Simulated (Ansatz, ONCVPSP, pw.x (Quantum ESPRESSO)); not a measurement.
# La (Z = 57): one change to the ONCV potential, in the atom and in the bcc crystal

ONCVPSP 4.0.1.1 (patched build) input, shortened (lines: element, Z, core and valence counts, functional; n l f; lmax; l rc ep ncon nbas qcut; lloc lpopt rc5 dvloc0; l nproj debl; icmod fcfact rcfact), LDA (Perdew-Wang 92), scalar-relativistic:

```
  La 57.00    9    4  -001012      upf
    1    0    2.00
    2    0    2.00
    2    1    6.00
    3    0    2.00
    3    1    6.00
    3    2   10.00
    4    0    2.00
    4    1    6.00
    4    2   10.00
    5    0    2.00
    5    1    6.00
    5    2    1.00
    6    0    2.00
    3
    0    2.70    0.00    4    8    5.80
    1    2.10    0.00    5    8    4.10
    2    3.60    0.00    4    9    4.40
    3    3.60    0.14    3    7    3.20
    4    5    1.80    2.00
    0    2    2.90
    1    2    1.20
    2    2    3.80
    3    2    0.90
    0    0.00    0.00
```

In the f channel the program set the typed energies aside and used -0.169, 0.731 Ha.

Change: d: debl 0.2.

Cutoffs, loose and tight: the cutoffs (Ha) at which the residual kinetic energy of the hardest occupied pseudo-wave falls to 1 and 0.1 mHa per electron. They do not see the model core or the augmentation charge, which bear on the density cutoff. Test errors are all-electron minus pseudo excitation energies from the reference, over the configurations 5s2 5p6 5d1 6s1; 5s2 5p6 5d1 6s0; 5s2 5p6 5d0 6s0; 5s2 5p6 5d1 6s0 6p1; variants that change the core or the reference have their own tests.

Crystal test: bcc La in pw.x 7.5, no spin, 11³ k-points, Fermi–Dirac smearing 0.01 Ry, cutoffs set for each file from its atomic test. The reference is all-electron LAPW (Ansatz 0.2.0) with the same functional, mesh and smearing; V0 and B0 come from Birch–Murnaghan fits to the pressures at five volumes. Errors are pseudo minus all-electron; Δ is the rms difference of the E(V) curves that follow from these fits, minima aligned, over ±6 % about the mean V0. Mesh and smearing are coarse, so the numbers serve the comparison and aren't converged zero-temperature values; the lattice is a test structure that the element need not adopt.

All-electron: a0 = 4.054 Å (V0 = 33.31 Å³/atom), B0 = 29.0 GPa.

Task: Does the change bring the crystal closer to the all-electron result?

Result: The mean pressure error goes from -2.97 to -3.49 GPa, so the change moves the solid further from the all-electron pressures. Neither pressure curve crosses zero within the volumes sampled, so no fits are given.

| quantity | base | changed |
| --- | --- | --- |
| outcome (atom) | generated, projector energies reset by the program | generated, projector energies reset by the program |
| cutoff, loose (atom) | 32 Ha | 32 Ha |
| cutoff, tight (atom) | 42 Ha | 42 Ha |
| bound ghosts (atom) | none | none |
| largest test error (meV) (atom) | +7.2 | +7.3 |
| cutoffs in pw.x (Ry) | 100/400 | 100/400 |
| mean pressure error (GPa) | -2.97 | -3.49 |

Base: The largest radius (3.60 bohr) exceeds half the bond length (3.32 bohr), so the spheres overlap, which is one possible source of error among others. This is a poor potential for the solid. The atomic tests give no hint of an error of this size, and its cause was not traced. Changed file: The largest radius (3.60 bohr) exceeds half the bond length (3.32 bohr), so the spheres overlap, which is one possible source of error among others. This is a poor potential for the solid. The atomic tests give no hint of an error of this size, and its cause was not traced.
